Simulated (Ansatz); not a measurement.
**Dissociation curves of CH3N (SMILES C[N])**

The species is CH3N (5 atoms), meant as a triplet with charge 0. SMILES: `C[N]`. The shape is that of a GFN2-xTB optimisation.

| atom | x (Å) | y (Å) | z (Å) |
| --- | --- | --- | --- |
| C | -0.0261 | -0.0093 | -0.0071 |
| N | 1.2059 | 0.4288 | 0.3268 |
| H | -0.8112 | 0.6654 | 0.3792 |
| H | -0.1483 | -0.0689 | -1.1036 |
| H | -0.2202 | -1.0160 | 0.4047 |

The C1–H5 distance is scanned; the parts on either side stay rigid. Basis STO-3G, 2 core orbitals frozen in the correlated methods; program Ansatz 0.2.0. FCI is exact within this basis and core. Energies in eV from each method's value at 1.105 Å; open shells run as named. The shape above is that at 1.105 Å.

```tsv
distance (Å)	U-r2SCAN0	UCAM-B3LYP	U-wB97M-V	UCCSDTQ	FCI
1.105	0.00	0.00	0.00	0.00	0.00
1.381	0.94	0.89	0.89	0.77	0.77
1.657	2.40	2.33	2.37	2.07	2.07
2.210	3.77	3.72	3.80	3.01	3.00
2.762	4.03	3.95	3.95	3.00	3.00
```

Departure from the FCI curve at its largest: U-r2SCAN0 +1.03 eV at 2.76 Å; UCAM-B3LYP +0.94 eV at 2.76 Å; U-wB97M-V +0.94 eV at 2.76 Å; UCCSDTQ within 0.005 eV. For the functionals part of the departure is owed to the small basis.
